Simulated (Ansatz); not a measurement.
# One arrangement of a pair

The pair of H₂S (SMILES S, atoms 1–3) and HCN (SMILES C#N, atoms 4–6), both closed shells, in one local arrangement (a lower one may exist), relaxed at PBE0-D4/def2-TZVP:

S1  (-0.425, -0.217, -2.589)
H2  (0.177, -1.415, -2.562)
H3  (-0.247, -0.031, -1.270)
C4  (0.167, 0.560, 2.165)
N5  (0.065, 0.304, 1.054)
H6  (0.263, 0.799, 3.202)
(Å)

Program: Ansatz 0.2.0. Basis: def2-TZVPPD, with def2-QZVPPD for the basis limit. Cores are frozen in the correlated methods. B3LYP uses VWN-RPA correlation. Extrapolation: Hartree–Fock as exp(−7.88 √X), correlation as X^−2.97. Interaction energies count from these two fragments, frozen as in the pair, with the counterpoise correction; negative means bound.

**Question.** What is the interaction energy by CCSD(T) at an estimated basis limit (MP2 extrapolated from triple and quadruple zeta, plus CCSD(T) − MP2 in triple zeta)? (An estimate is asked for; the value comes from the calculation.)

**Answer.** The calculation gives: -2.18 kcal/mol. Hartree–Fock alone gives -0.84 kcal/mol at the basis limit. It counts from the two fragments frozen as in the pair.

The same quantity by other methods in triple zeta, and each one's difference from that estimate:
| method | E_int (kcal/mol) | difference |
| --- | --- | --- |
| PBE-D4 | -2.49 | -0.32 |
| revPBE-D4 | -2.05 | 0.13 |
| BLYP-D4 | -2.04 | 0.13 |
| r2SCAN-D4 | -1.98 | 0.20 |
| B97M-V | -2.16 | 0.02 |
| PBE0-D4 | -2.37 | -0.19 |
| B3LYP-D4 | -2.17 | 0.01 |
| HSE06-D4 | -2.38 | -0.20 |
| wB97X-V | -2.13 | 0.05 |
| wB97M-V | -2.01 | 0.17 |
| B2PLYP | -1.82 | 0.35 |
| HF | -0.86 | 1.32 |
| MP2 | -2.31 | -0.13 |
| CCSD | -1.79 | 0.39 |
| CCSD(T) | -2.00 | 0.18 |
Differences are method less estimate.

**Question.** Which atoms make the shortest contact between the fragments?

**Answer.** H3 and N5, 2.37 Å apart.

Basis-set superposition shift (counterpoise-corrected less uncorrected): CCSD(T) 0.36; MP2 0.36; HF 0.04; PBE0-D4 0.07; wB97M-V 0.06 kcal/mol.

T1 diagnostic: at most 0.015.

For scale, one of the runs: CCSD(T)/def2-TZVPPD, 176 basis functions, launched by `ansatz run in.yaml --threads 2 --pin off --events-out ev --progress --plain --max-ram 5222MiB`. Hardware: 2 CPU threads of an Intel Xeon Platinum 8488C, shared host. Wall time 16 s; peak host memory 1.6 GiB.
